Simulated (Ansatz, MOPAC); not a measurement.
Gas-phase reaction in SMILES: Cl[Si]Cl + 3 [H][H] (H2) → 2 Cl (HCl) + [SiH4] (SiH4)

Wanted: energy of full hydrogenation (enthalpy at 298 K), in kcal/mol. Conventions: PM7 with its own dispersion and hydrogen-bond terms; spin-orbit terms left out; non-relativistic; no dispersion term unless named; 6-31G* and kin with 6d, 5d where marked. First-principles rows: single points at B3LYP-D3(BJ) geometries (Ansatz, a quantum-chemistry and plane-wave program), with unscaled harmonic terms from B3LYP/6-31G* at its own minima. Semi-empirical rows: MOPAC heats of formation at their own minima for 298 K.

```tsv
species	coefficient	E at B3LYP/6-31G* (Ansatz), Eh	E at PBE/def2-TZVPD (Ansatz), Eh	H(298 K) - E, kcal/mol	heat of formation at PM7 (MOPAC), kcal/mol
Cl[Si]Cl	-1	-1209.95024	-1209.47913	4.71	-4.46
[H][H] (H2)	-3	-1.17549	-1.16589	8.44	-32.01
Cl (HCl)	+2	-460.79566	-460.62833	6.28	-20.49
[SiH4] (SiH4)	+1	-291.88365	-291.72111	22.18	12.85
```

 1 Eh = 627.5095 kcal/mol.

Q: Work the quantity out at each level.

A: 
- B3LYP/6-31G*: the sum of coefficient times E is 0.00174 Eh, or 1.09 kcal/mol; the thermal terms add 4.71. Result: 5.8 kcal/mol.
- PBE/def2-TZVPD: the sum of coefficient times E is -0.00097 Eh, or -0.61 kcal/mol; the thermal terms add 4.71. Result: 4.1 kcal/mol.
- PM7: the sum of coefficient times heat of formation is 72.36 kcal/mol; it needs no thermal term.
